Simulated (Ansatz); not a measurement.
# HCN, singlet: the ladder up to full CI

Geometry: a PBE0/def2-TZVP stationary point for this spin, not checked as a minimum.

```xyz
3

N     0.0000    0.0000    1.1200
C     0.0000    0.0000   -0.0256
H     0.0000    0.0000   -1.0944
```

Basis 6-31G; Ansatz 0.2.0. Only valence electrons are correlated (noble-gas cores frozen), which leaves 10 electrons in 18 orbitals. Prefix R: restricted or restricted open-shell reference. Active spaces: valence = (10e, 9o) chosen from the atoms' valence shells.

Full CI is exact within this basis and frozen core; it isn't the basis-set limit.

- UHF ⟨S²⟩: 0.000
- T1 diagnostic (RCCSD): 0.0130
- largest doubles amplitude (RCCSD): 0.113

```
                            level  E − E(full CI) (mEh)  share of correlation (%)  wall time
                              RHF                220.30                      0.00          –
                             RMP2                 10.43                     95.27          –
                             CISD                 23.39                     89.38     0.54 s
                            RCCSD                  8.22                     96.27          –
                         RCCSD(T)                  1.47                     99.33     0.24 s
                          BCCD(T)                  1.49                     99.32      0.3 s
                           RCCSDT                  1.44                     99.34          –
                           CISDTQ                  1.43                     99.35      2.3 s
                        RCCSDT(Q)                 -0.02                    100.01     0.75 s
                          RCCSDTQ                  0.16                     99.93        7 s
           CASSCF (valence space)                 62.88                     71.46          –
           NEVPT2 (valence space)                 14.89                     93.24      3.1 s
           MRCISD (valence space)                  2.02                     99.08          –
         MRCISD+Q (valence space)                  0.50                     99.77      4.5 s
MRCISD+Q(relaxed) (valence space)                  0.11                     99.95      5.5 s
```

The correlation energy at full CI, counted from RHF, is -5.995 eV. That run took 91 s on 1 thread of Arm Neoverse V1, shared host over 18,367,552 determinants.

Times hold each run's SCF and search for its determinant on a shared host, so for small cases they say little of a method's own cost; they ran on 1 thread of Arm Neoverse V1.

The full-CI state has the irrep A1 of C2v, in the program's axes (one component, if the state is degenerate).

Natural occupations of full CI about the gap: 1.984 1.971 1.970 1.922 1.922 0.074 0.074 0.029 0.014 0.013; effectively unpaired electrons, Σ n²(2−n)², 0.10.

Atomization energy (electronic, same basis, no zero-point term; atoms at the same level, unrestricted beside the R rows where the molecule is a closed shell, with restricted open-shell steps beyond CCSDT(Q)) at full CI: 1091.7 kJ/mol. Errors of other levels:

```json
{"level": "RHF", "error (kJ/mol)": "-390.7"}
{"level": "RMP2", "error (kJ/mol)": "28.7"}
{"level": "CISD", "error (kJ/mol)": "-58.4"}
{"level": "RCCSD", "error (kJ/mol)": "-19.8"}
{"level": "RCCSD(T)", "error (kJ/mol)": "-3.4"}
{"level": "BCCD(T)", "error (kJ/mol)": "-3.2"}
{"level": "RCCSDT", "error (kJ/mol)": "-3.8"}
{"level": "CISDTQ", "error (kJ/mol)": "-3.5"}
{"level": "RCCSDT(Q)", "error (kJ/mol)": "0.0"}
{"level": "RCCSDTQ", "error (kJ/mol)": "-0.4"}
{"level": "CASSCF (valence space)", "error (kJ/mol)": "-16.1"}
{"level": "NEVPT2 (valence space)", "error (kJ/mol)": "12.5"}
{"level": "MRCISD (valence space)", "error (kJ/mol)": "-3.6"}
{"level": "MRCISD+Q (valence space)", "error (kJ/mol)": "-1.7"}
{"level": "MRCISD+Q(relaxed) (valence space)", "error (kJ/mol)": "-0.6"}
```

This basis is far from its limit, so the value isn't to be set against a measured one. Truncated CI isn't size-consistent, which counts against it in atomization.
